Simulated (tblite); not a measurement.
Species: N₂H₄.
Z-matrix (Å and degrees, GFN2-xTB geometry), rows numbered from 1:
```
N 
N   1  1.4255
H   1  1.0159  2  107.72
H   1  1.0219  2  113.06  3   119.63
H   2  1.0160  1  107.77  3   159.26
H   2  1.0218  1  113.00  3   -81.22
```

Method: GFN2-xTB as coded in tblite; computed harmonic values from a numerical Hessian at the method's own geometry, unscaled. This tight-binding method is rough: wavenumbers can miss measured ones by several per cent, in bad cases by 10 to 20. One conformer, not necessarily the lowest.

Harmonic wavenumbers (cm⁻¹): 357.7, 911.3, 994.5, 1144.2, 1205.5, 1263.0, 1551.8, 1571.1, 3252.4, 3268.0, 3373.9, 3381.3.

A = 143977, B = 24641, C = 24241 MHz; mass 32.037 u (most abundant isotopes); point group C2, symmetry number 2.

Task: Zero-point energy?

Result: Half the sum of the wavenumbers: 11137 cm⁻¹ = 31.84 kcal/mol.

Task: Give the ideal-gas entropy at 350 K and 1 bar in the rigid-rotor, harmonic-oscillator model (classical rotation).

Result: Translation 37.15, rotation 17.96, vibration 2.10: S = 57.2 cal/(mol K).

Task: And Cp and H(350 K) − H(0)?

Result: Cp = 12.21 cal/(mol K), of which vibrations give 4.26 (their classical limit is 12 R = 23.8); H(350 K) − H(0) = 3.29 kcal/mol without the zero-point energy, 0.51 from vibrations.

Task: Which modes carry the vibrational entropy at 350 K?

Result: 357.7 cm⁻¹: 1.39; 911.3 cm⁻¹: 0.23; 994.5 cm⁻¹: 0.17; 1144.2 cm⁻¹: 0.10; 1205.5 cm⁻¹: 0.08; 1263.0 cm⁻¹: 0.07 cal/(mol K); the other 6 give 0.05 together.

Task: What must be added to the electronic energy to get the Gibbs energy at 350 K and 1 bar?

Result: ZPE + [H(350 K) − H(0)] − T·S = 31.84 + 3.29 − 20.02 = 15.11 kcal/mol.

Task: How do the functions run with temperature in this model?

Result: 
```csv
T (K),S (cal/(mol K)),Cp (cal/(mol K)),H − H(0) (kcal/mol),G − H(0) (kcal/mol),ln q(vib)
100,45.2,8.3,0.80,-3.72,0.01
200,51.3,9.4,1.68,-8.58,0.08
300,55.4,11.1,2.70,-13.92,0.23
500,62.1,15.3,5.36,-25.69,0.70
800,70.4,20.0,10.70,-45.60,1.65
1000,75.1,22.2,14.92,-60.16,2.34
```

q(vib) and H(0) count from the zero-point level.

Other conformers, if any are populated, would add a mixing term that is left out. The structure is chiral; the term R ln 2 for an equal mix with its mirror image is left out.
